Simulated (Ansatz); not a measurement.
**C₃H₅F: up Jacob's ladder to CCSD(T)**

One table from this session's results is given with a row withheld; the runs are named, their logs left out.

Program: Ansatz 0.2.0, Gaussian basis. Level of theory: functionals in def2-TZVPP, the program's frozen cores in correlated methods. These are calculated values, not measurements.

The runs, in order: LDA (SPW92), PBE-D4, revPBE-D4, BLYP-D4, r2SCAN-D4, B97M-V, PBE0-D4, B3LYP-D4, r2SCANh-D4, r2SCAN0-D4, HSE06-D4, BHLYP-D4, CAM-B3LYP-D4, LC-ωPBE, ωB97X-V, ωB97M-V, B2PLYP, PBE-QIDH; CCSD(T)/def2-SVP; CCSD(T)/def2-TZVPP; MP2/def2-QZVPP; extrapolation to the limit; RPA on PBE.

### The relaxed structure

The geometry comes from an earlier relaxation with PBE0-D4 in a triple-zeta def2 set; it is a stationary point, not always the lowest conformer.

SMILES `C/C=C/F`, 9 atoms, charge 0, spin multiplicity 1.

Atoms are counted from 1 here; the program's logs count them from 0.

Bond lengths: C1–C2 1.489 Å, C1–H5 1.094 Å, C1–H6 1.092 Å, C1–H7 1.094 Å, C2–C3 1.319 Å, C2–H8 1.086 Å, C3–F4 1.340 Å, C3–H9 1.085 Å. Angles: C2–C1–H5 111.1°, C2–C1–H6 111.5°, C2–C1–H7 111.1°, H5–C1–H6 108.0°, H5–C1–H7 106.9°, H6–C1–H7 108.0°, C1–C2–C3 123.1°, C1–C2–H8 118.7°, C3–C2–H8 118.1°, C2–C3–F4 122.2°, C2–C3–H9 125.6°, F4–C3–H9 112.2°.

Set-up of the first run:

Contents of in.yaml:

```yaml
crystal:
  periodic: [false, false, false]
  atoms:
    - {symbol: C, position_ang: [-0.482565, 1.041699, -0.078575]}
    - {symbol: C, position_ang: [0.190717, -0.232433, -0.454746]}
    - {symbol: C, position_ang: [0.503892, -1.168304, 0.420275]}
    - {symbol: F, position_ang: [1.110106, -2.308133, 0.061276]}
    - {symbol: H, position_ang: [-1.439057, 1.150688, -0.598167]}
    - {symbol: H, position_ang: [-0.675102, 1.090938, 0.995030]}
    - {symbol: H, position_ang: [0.128972, 1.906683, -0.351569]}
    - {symbol: H, position_ang: [0.437912, -0.404285, -1.498430]}
    - {symbol: H, position_ang: [0.313725, -1.123252, 1.487606]}
basis:
  gaussian: {orbitals: def2-TZVPP}
hamiltonian: {xc: lda}
output: {orbitals: {seedname: orbitals}}
```

Among the steps run: LDA; PBE-D4 (GGA); revPBE-D4 (GGA); BLYP-D4 (GGA); r2SCAN-D4 (meta-GGA); B97M-V (meta-GGA); PBE0-D4 (hybrid); B3LYP-D4 (hybrid); r2SCANh-D4 (hybrid); r2SCAN0-D4 (hybrid); HSE06-D4 (hybrid); BHLYP-D4 (hybrid); CAM-B3LYP-D4 (range-separated); LC-ωPBE-D4 (range-separated; the results give it without D4); ωB97X-V (range-separated); ωB97M-V (range-separated); B2PLYP (double hybrid); PBE-QIDH (double hybrid).

One table of the session follows, with a row left open; its other results are not shown here.

It belongs to the step «Orbital energies across the functionals». 

```
  functional  HOMO (eV)  LUMO (eV)  gap (eV)
 LDA (SPW92)      -6.15      -0.72      5.43
      PBE-D4      -5.98      -0.48      5.50
   revPBE-D4      -5.91      -0.38      5.53
     BLYP-D4      -5.86      -0.38      5.48
   r2SCAN-D4      -6.20      -0.23      5.97
      B97M-V      -6.25      -0.18      6.07
     PBE0-D4          ?          ?         ?
    B3LYP-D4      -7.01       0.28      7.29
  r2SCANh-D4      -6.66       0.15      6.81
  r2SCAN0-D4      -7.36       0.71      8.07
    HSE06-D4      -6.81       0.18      6.99
    BHLYP-D4      -8.33       1.66      9.99
CAM-B3LYP-D4      -8.59       1.69     10.29
     LC-ωPBE      -9.95       2.92     12.88
     ωB97X-V      -9.57       2.84     12.41
     ωB97M-V      -9.48       2.70     12.18
```

Estimate the missing values for PBE0-D4.

As computed: HOMO (eV): -7.22; LUMO (eV): 0.56; gap (eV): 7.78. In the column «HOMO (eV)» it lies between r2SCAN0-D4 (-7.36) and B3LYP-D4 (-7.01).
